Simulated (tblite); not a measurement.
Compound: C5H7O (doublet state).
Geometry (GFN2-xTB, Å), atoms numbered from 1 in this order:
```xyz
13
C5H7O angstrom
C      1.7621   -1.0033    0.0695
C      1.0826    0.0894   -0.3448
C     -0.2843    0.3505   -0.1160
C     -1.1615   -0.5863    0.6339
C     -0.8342    1.5756   -0.6358
O     -0.2148    2.4161   -1.2651
H      1.2920   -1.7936    0.6296
H      2.8084   -1.1228   -0.1498
H      1.6015    0.8573   -0.9055
H     -2.1760   -0.2008    0.6995
H     -1.1885   -1.5605    0.1441
H     -0.7807   -0.7422    1.6441
H     -1.9110    1.7211   -0.4214
```

Computed geometry: GFN2-xTB, gas phase. This method treats the open shell by occupation alone, without spin polarisation.

Masses are those of the commonest isotopes; rigid-rotor values at the optimised geometry. The values belong to one conformer with, in the numbering `[CH2:1]=[CH:2]/[C:3]([CH3:4])=[CH:5]\[O:6]`, C1–C2–C3–C4 0°.

Task: Give the principal moments of inertia and the rotational constants in MHz.

Result: Ia = 88.25, Ib = 180.61, Ic = 265.76 u·Å²; 505379 MHz·u·Å²/I gives A = 5727, B = 2798, C = 1902 MHz.

Task: What kind of rotor is it?

Result: An asymmetric top; Ray's κ = -0.531.

Task: What does the inertial defect say?

Result: Not planar: Δ = Ic − Ia − Ib = -3.11 u·Å². For a rigid frame Δ = −2 Σ m c², so Σ m c² = 1.55 u·Å² lies off the ab plane, practically all of it from hydrogen. The atom farthest from that plane is 0.88 Å away.

Task: List the rotational levels J(Ka,Kc) to J = 4 (MHz).

Result: Above 0(0,0):
J = 1: 1(0,1) 4700, 1(1,1) 7628, 1(1,0) 8525
J = 2: 2(0,2) 13923, 2(1,2) 16131, 2(1,1) 18821, 2(2,1) 27606, 2(2,0) 27782
J = 3: 3(0,3) 27359, 3(1,3) 28785, 3(1,2) 34141, 3(2,2) 41705, 3(2,1) 42545, 3(3,1) 58689, 3(3,0) 58712
J = 4: 4(0,4) 44696, 4(1,4) 45495, 4(1,3) 54308, 4(2,3) 60366, 4(2,2) 62666, 4(3,2) 77784, 4(3,1) 77936, 4(4,1) 101162, 4(4,0) 101165
Those of J = 1 are B + C, A + C and A + B.

Task: Estimate the classical rotational partition function at 10 K, 100 K and 298.15 K.

Result: Point group Cs, symmetry number σ = 1; q = (√π/σ)·√((kT/h)³/(ABC)), k/h = 20836.6 MHz/K: 966 at 10 K, 30500 at 100 K, 157000 at 298.15 K.

For this open shell read J as N, the rotation without spin; fine and hyperfine splittings come on top. Its GFN2-xTB frequencies are all real (lowest 98 cm⁻¹). These are rigid-rotor constants of the computed structure; measured ground-state constants (B0) also hold zero-point vibration.
